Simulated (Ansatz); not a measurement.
A made-up structure of SiH3S2 (charge +1), singlet:

```
6
angstrom
Si -0.4392 0.1927 -0.4644
S -1.0148 0.1980 1.4949
S 0.6206 -1.0053 0.5958
H -1.1278 -0.8134 -1.1681
H 0.3584 1.4306 -1.0519
H 1.6029 -0.0026 0.5936
```

It is relaxed with PBE-D4/def2-SVP and then PBE0-D4/def2-TZVP (Ansatz 0.2.0). Atoms count as bonded within 1.22 times the sum of their covalent radii (H–H: 0.88 Å). The end point is not checked to be a true minimum.

(1) Does its bonding change? (Judge from chemistry; the calculation decides.)

Answers

(1) Computed: No: no bond forms or breaks.

Where it ends: The first stage lowers the energy by 1.62 eV in 7 steps. It ends as SiH₃S₂ ([SiH2]1[S][SH]1), total charge +1:
| atom | x (Å) | y (Å) | z (Å) |
| --- | --- | --- | --- |
| Si1 | -0.5366 | 0.2070 | -0.5840 |
| S2 | -0.8483 | 0.1629 | 1.4930 |
| S3 | 0.7688 | -0.9733 | 0.7831 |
| H4 | -1.3365 | -0.6890 | -1.4305 |
| H5 | 0.1797 | 1.3578 | -1.1552 |
| H6 | 1.7728 | -0.0654 | 0.8936 |

Labels in which every atom is bracketed show which atoms are joined, not bond orders.

For scale, one of the runs: PBE0-D4/def2-TZVP relaxation, 129 basis functions, launched by `ansatz run in.yaml --threads 2 --pin off --events-out ev --progress --plain --max-ram 4352MiB`. The run took about 18 s on 2 CPU threads of an Intel Xeon Platinum 8175M (shared host).
